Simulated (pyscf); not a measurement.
This saddle point was located with ωB97X-D3(BJ)/def2-SVP in PySCF.

```
Mo
O 1 1.6750
O 1 1.6751 2 110.46
O 1 1.7892 2 116.33 3 135.59
H 4 1.2543 1 78.23 2 113.55
N 5 1.3734 4 138.06 1 -0.05
H 6 1.0191 5 117.84 4 -112.04
H 6 1.0191 7 110.04 5 139.02
```

Surface: singlet, charge 0. Lowest wavenumbers (cm⁻¹): 1850i, 101, 209, 275, 326.

Question: Which two sides does it connect, and which bonds change?

Answer: O=Mo(=O)=O (SMILES [O]=[Mo](=[O])=[O]) + NH₃ (SMILES N) ⇌ H₂N–Mo(=O)(=O)–OH (SMILES [NH2][Mo](=[O])(=[O])[OH]), an addition across a multiple bond or ene-type step read from left to right: H–N broken and H–O, Mo–N formed. At ωB97M-D3(BJ)/def2-TZVP it lies -98.8 kJ/mol from the left side and +181.8 kJ/mol from the right (each side as separated species at their lowest minima found). On the reactant side the descent ends in an adduct with a Mo–N contact, 251.7 kJ/mol under the separated species and 141.1 kJ/mol under the saddle at ωB97X-D3(BJ)/def2-TZVP. On the product side the descent ends in a point that may be a rotor saddle (no frequency run), 10.7 kJ/mol over the lowest minimum found and 171.8 kJ/mol under the saddle at ωB97X-D3(BJ)/def2-TZVP. At ωB97M-D3(BJ) the saddle lies under the separated reactants, which points to a path from their complex (located at ωB97X-D3(BJ) alone). What is counted as formed (Mo–N) is already present as a longer contact in the reactant adduct; forming that adduct is a step of its own. At the saddle there is also a short H–Mo contact that neither side keeps. At ωB97X-D3(BJ)/def2-TZVP the barrier from the zero used here is -110.6 kJ/mol. This is the saddle that the search found; another between the same sides may lie lower. Elements past Kr carry the def2 core potentials, without spin-orbit coupling.
